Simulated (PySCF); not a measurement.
# CuF (Copper monofluoride): the cost of one run

The runs use PySCF 2.14.0, with density-fitted response routines of our own; the level of theory stands in each step. All values are computed, except where a source is named. Atoms count from 0, in the outputs and in this text.

### Step 1. The molecule as given

2 atoms, charge 0, multiplicity 1; geometry from: GFN2-xTB. The atoms were then displaced at random by about 0.01 Å, so the start is not that level's minimum.

Bonds of the start (Å): F0–Cu1 1.74.

### Step 2. Relaxing the molecule at PBE0-D3(BJ)/def2-TZVP

Job settings and geometry (Å):

```
{"job": {"xc": "PBE0", "basis": "def2-TZVP", "d3": "d3bj", "grid": 2, "shake": 0.01, "kind": "geom"}, "charge": 0, "multiplicity": 1}
F      0.879070    -0.028620     0.001540
Cu    -0.861580    -0.000200    -0.013660
```

Run with:

```
> OMP_NUM_THREADS=1 python probes_run.py task.json out
```

One launch serves the whole session: the jobs run in the order shown.

**Question.** How long does this first job take on 1 thread of Intel Xeon Platinum 8488C, shared host, and how much memory does it need?

About 5.9 s, with a peak of 0.32 GiB.
